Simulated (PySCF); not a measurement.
Ionisation of dimethylamine

System: dimethylamine, `CNC` (C2H7N). Numbering: `[CH3:1][NH:2][CH3:3]`

Level of theory: ωB97X-D3(BJ)/ma-def2-TZVP single points in PySCF, grid level 2; every species was optimised with PBE0-D3(BJ)/def2-SVP. The prefix ma- adds one diffuse s and one diffuse p function on all atoms but H. Thermal corrections: PBE0-D3(BJ)/def2-SVP frequencies, unscaled, ideal gas at 298.15 K and 1 bar, quasi-RRHO entropy.

Frontier levels of the parent: HOMO -8.90 eV, LUMO 1.16 eV.

Oxidation to the radical cation:
* Vertical ionisation energy (electronic): 8.93 eV
* Adiabatic ionisation energy (with zero-point energy): 8.25 eV
* Adiabatic, electronic part: 8.31 eV
* Vertical gap at the product's structure: 7.88 eV
* Inner reorganisation energy (four-point): 1048 meV
* Relaxation of product / of parent: 626 / 422 meV
* ⟨S²⟩ of the product: 0.755
* Largest spin populations: N2 0.85
* Largest changes of atomic charge: N2 0.43, H (on C3) 0.12, H (on C1) 0.12, H (on N2) 0.09
* Distances that move most (Å): C1–N2 1.440 → 1.422; N2–C3 1.439 → 1.422; N2–H 1.016 → 1.027; C1–H 1.101 → 1.109
* Potential in dichloromethane: 5.80 V absolute, 1.10 V against Fc+/Fc computed at 4.70 V (solvation -11 → -245 kJ/mol)

Solvents are IEF-PCM continua (electrostatics only, gas-phase structures); absolute potentials refer to an electron at rest in vacuum. Fc+/Fc in dichloromethane, 4.70 V, is ωB97X-D3(BJ)/ma-def2-TZVP on PBE0-D3(BJ)/def2-SVP structures with GFN2-xTB thermal terms. Benchmark calculations put it near 5.0 V in acetonitrile and DMSO, so it is about 0.3 V low, and the value against it can read up to that much too high.

Measured values (NIST Chemistry WebBook, evaluated or the median of agreeing entries): vertical ionisation energy 8.94 eV (computed 8.93, difference -0.01); adiabatic ionisation energy 8.24 eV (computed 8.25, difference 0.01).

Run with `OMP_NUM_THREADS=1 python redox_run.py task.json out` on 1 thread of Arm Neoverse V2, a shared host. Structures, frequencies and single points: 3.3 min of wall time.
